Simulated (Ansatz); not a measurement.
## Worked example: correlation energy of HB–AlH, singlet

Geometry: a point of a bend scan, not a stationary point.

```xyz
4

B     0.0000   -0.2165    1.4300
Al    0.0000    0.1089   -0.5990
H     0.0000    0.3728    2.4721
H     0.0000   -0.9669   -1.7766
```

Basis 6-31G; Ansatz 0.2.0. Correlated methods freeze the noble-gas cores, which leaves 8 electrons in 20 orbitals. R marks a restricted (for open shells ROHF) determinant.

Full CI is exact within this basis and frozen core; it isn't the basis-set limit.

Runs differ by some tens of microhartree through their thresholds, so steps under 0.03 kcal/mol mean nothing.

```tsv
level	total energy (hartree)
RHF	-267.572459
RMP2	-267.659447
RCCSD	-267.693205
RCCSD(T)	-267.697618
RCCSDT	-267.698684
RCCSDT(Q)	-267.699023
RCCSDTQ	-267.699082
full CI	-267.699098
```

**Question.** What is the correlation energy at full CI, and what share of it do RMP2 and RCCSD recover?

**Answer.** E(corr) = -267.699098 − (-267.572459) = -0.126639 hartree = -3.446 eV. RMP2: -0.086988 / -0.126639 = 68.69 %. RCCSD: -0.120746 / -0.126639 = 95.35 %.

**Question.** By how many kcal/mol does RCCSD(T) miss full CI (1 hartree = 627.509 kcal/mol), and which steps make up the rest?

**Answer.** -267.697618 − (-267.699098) = 0.001480 hartree = 0.93 kcal/mol. Steps: RCCSDT − RCCSD(T) = -0.67, RCCSDT(Q) − RCCSDT = -0.21, RCCSDTQ − RCCSDT(Q) = -0.04, full CI − RCCSDTQ = -0.01 kcal/mol. With more than one leading determinant such errors change with state and geometry, and needn't cancel in differences.
